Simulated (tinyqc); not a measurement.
UHF in the sto-3g basis, for H2O+, spin multiplicity 2, step by step. This run ends on a higher stationary point, not on the lowest solution. One step of it, computed by the program tinyqc.

Problem. Iteration 1: diagonalisation and new density. Diagonalise F' = X^T F X, C = X C', fill 5 alpha and 4 beta electrons from the bottom; D(s) = C_occ C_occ^T. Each column has its largest component positive (the first on a tie).

F(alpha) (hartree), lower triangle:
```
             1O 1s      1O 2s     1O 2px     1O 2py     1O 2pz      2H 1s      3H 1s
1O 1s   -25.300028
1O 2s    -5.990838  -4.066361
1O 2px    0.000000   0.000000  -2.593448
1O 2py    0.000000   0.000000   0.000000  -2.706685
1O 2pz   -0.025621   0.146188   0.000000   0.000000  -2.513003
2H 1s    -0.832575  -1.000761   0.000000  -0.510859  -0.397104  -0.919697
3H 1s    -0.832575  -1.000761   0.000000   0.510859  -0.397104  -0.324371  -0.919697
```

F(beta) (hartree), lower triangle:
```
             1O 1s      1O 2s     1O 2px     1O 2py     1O 2pz      2H 1s      3H 1s
1O 1s   -25.273622
1O 2s    -5.950731  -3.882784
1O 2px    0.000000   0.000000  -2.544407
1O 2py    0.000000   0.000000   0.000000  -1.816861
1O 2pz   -0.026032   0.141505   0.000000   0.000000  -2.465220
2H 1s    -0.824599  -0.953230   0.000000  -0.397473  -0.392158  -0.887562
3H 1s    -0.824599  -0.953230   0.000000   0.397473  -0.392158  -0.326285  -0.887562
```

X, lower triangle:
```
            1O 1s      1O 2s    1O 2px     1O 2py     1O 2pz      2H 1s     3H 1s
1O 1s    1.023342
1O 2s   -0.134026   1.125772
1O 2px   0.000000   0.000000  1.000000
1O 2py   0.000000   0.000000  0.000000   1.053028
1O 2pz  -0.006669   0.061352  0.000000   0.000000   1.036246
2H 1s    0.017190  -0.190859  0.000000  -0.147281  -0.113199   1.102967
3H 1s    0.017190  -0.190859  0.000000   0.147281  -0.113199  -0.063188  1.102967
```

Give: F' = X^T F X; orbital energies; coefficients C; F' = X^T F X; orbital energies; coefficients C; D(alpha) after iteration 1; D(beta) after iteration 1.

Solution.

F' = X^T F X (alpha) (hartree), lower triangle:
```
         1       2       3       4       5       6       7
1  -24.974
2   -2.683  -3.086
3    0.000   0.000  -2.593
4    0.000   0.000   0.000  -2.710
5   -0.055   0.166   0.000   0.000  -2.511
6   -0.120  -0.259   0.000  -0.127  -0.089  -0.642
7   -0.120  -0.259   0.000   0.127  -0.089  -0.066  -0.642
```

orbital energies (alpha) (hartree): MO1 -25.300, MO2 -2.880, MO3 -2.725, MO4 -2.593, MO5 -2.462, MO6 -0.637, MO7 -0.561

coefficients C (alpha):
```
          MO1     MO2     MO3    MO4     MO5     MO6     MO7
1O 1s   1.000  -0.229   0.000  0.000  -0.099   0.058   0.000
1O 2s   0.000   0.981   0.000  0.000   0.435  -0.458   0.000
1O 2px  0.000   0.000   0.000  1.000   0.000   0.000   0.000
1O 2py  0.000   0.000   1.032  0.000   0.000   0.000  -0.296
1O 2pz  0.001  -0.360   0.000  0.000   0.954  -0.251   0.000
2H 1s   0.000  -0.042  -0.078  0.000  -0.073   0.764   0.834
3H 1s   0.000  -0.042   0.078  0.000  -0.073   0.764  -0.834
```

F' = X^T F X (beta) (hartree), lower triangle:
```
         1       2       3       4       5       6       7
1  -24.954
2   -2.667  -2.904
3    0.000   0.000  -2.544
4    0.000   0.000   0.000  -1.792
5   -0.054   0.162   0.000   0.000  -2.463
6   -0.121  -0.244   0.000  -0.127  -0.089  -0.635
7   -0.121  -0.244   0.000   0.127  -0.089  -0.066  -0.635
```

orbital energies (beta) (hartree): MO1 -25.274, MO2 -2.723, MO3 -2.544, MO4 -2.392, MO5 -1.818, MO6 -0.633, MO7 -0.543

coefficients C (beta):
```
           MO1     MO2    MO3     MO4     MO5     MO6     MO7
1O 1s    1.000  -0.213  0.000  -0.128   0.000   0.059   0.000
1O 2s   -0.002   0.915  0.000   0.559   0.000  -0.462   0.000
1O 2px   0.000   0.000  1.000   0.000   0.000   0.000   0.000
1O 2py   0.000   0.000  0.000   0.000   1.013   0.000  -0.356
1O 2pz   0.001  -0.483  0.000   0.898   0.000  -0.253   0.000
2H 1s    0.001  -0.030  0.000  -0.076  -0.028   0.764   0.837
3H 1s    0.001  -0.030  0.000  -0.076   0.028   0.764  -0.837
```

D(alpha) after iteration 1, lower triangle:
```
         1O 1s   1O 2s  1O 2px  1O 2py  1O 2pz  2H 1s  3H 1s
1O 1s    1.062
1O 2s   -0.268   1.152
1O 2px   0.000   0.000   1.000
1O 2py   0.000   0.000   0.000   1.065
1O 2pz  -0.011   0.062   0.000   0.000   1.040
2H 1s    0.017  -0.073   0.000  -0.080  -0.055  0.013
3H 1s    0.017  -0.073   0.000   0.080  -0.055  0.001  0.013
```

D(beta) after iteration 1, lower triangle:
```
         1O 1s   1O 2s  1O 2px  1O 2py  1O 2pz  2H 1s  3H 1s
1O 1s    1.062
1O 2s   -0.268   1.149
1O 2px   0.000   0.000   1.000
1O 2py   0.000   0.000   0.000   0.000
1O 2pz  -0.011   0.060   0.000   0.000   1.039
2H 1s    0.017  -0.070   0.000   0.000  -0.053  0.007
3H 1s    0.017  -0.070   0.000   0.000  -0.053  0.007  0.007
```
